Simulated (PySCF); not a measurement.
## BH$_{4}$, doublet along the distance B1-H5

Starting geometry (PBE0/def2-TZVP stationary point for this spin, not checked as a minimum):

```
atom    x (Å)    y (Å)    z (Å)
   B   0.0000   0.0000   0.0000
   H   0.4147   0.8125   0.8107
   H  -0.4243  -0.8077   0.8105
   H  -0.4128   0.8086  -0.8154
   H   0.4225  -0.8134  -0.8057
```

From there H5 moves along the line of the two atoms named below, all else staying in place; atoms are numbered as listed. Energies are in kJ/mol, counted from the starting geometry at the same level. Kohn–Sham curves keep the symmetry of the cluster determinant, unrestricted for open shells and where UHF breaks spin symmetry.

Basis 6-31G; PySCF 2.14.0. Only valence electrons are correlated (noble-gas cores frozen).

Full CI is exact within this basis and frozen core; it isn't the basis-set limit.

```json
{"distance B1-H5 (Å)": "0.997", "r2SCAN": "75.6"}
{"distance B1-H5 (Å)": "1.081", "r2SCAN": "25.3"}
{"distance B1-H5 (Å)": "1.220", "r2SCAN": "0.0"}
{"distance B1-H5 (Å)": "1.349", "r2SCAN": "12.1"}
{"distance B1-H5 (Å)": "1.692", "r2SCAN": "93.4"}
{"distance B1-H5 (Å)": "1.927", "r2SCAN": "140.3"}
{"distance B1-H5 (Å)": "2.286", "r2SCAN": "179.3"}
{"distance B1-H5 (Å)": "2.669", "r2SCAN": "195.8"}
{"distance B1-H5 (Å)": "3.318", "r2SCAN": "203.4"}
{"distance B1-H5 (Å)": "4.208", "r2SCAN": "205.5"}
```

Question: Estimate the full CI curve in 6-31G from this one, knowing how r2SCAN errs.

Answer: The computed full CI values, in kJ/mol from the starting point, and the error of r2SCAN against them:
| distance B1-H5 (Å) | full CI | r2SCAN less full CI |
| --- | --- | --- |
| 0.997 | 81.5 | -5.8 |
| 1.081 | 28.7 | -3.4 |
| 1.220 | 0.0 | 0.0 |
| 1.349 | 8.7 | 3.4 |
| 1.692 | 73.9 | 19.6 |
| 1.927 | 104.2 | 36.1 |
| 2.286 | 118.5 | 60.8 |
| 2.669 | 119.8 | 76.0 |
| 3.318 | 119.4 | 83.9 |
| 4.208 | 119.6 | 85.9 |

r2SCAN at 4.208 Å lies 85.9 kJ/mol (72 %) above the reference in this basis.

In so small a basis the reference is far from its limit while semilocal and hybrid functionals are nearer theirs, so the functionals' errors here hold much of the reference's basis and frozen-core error, which can add to them or hide them.
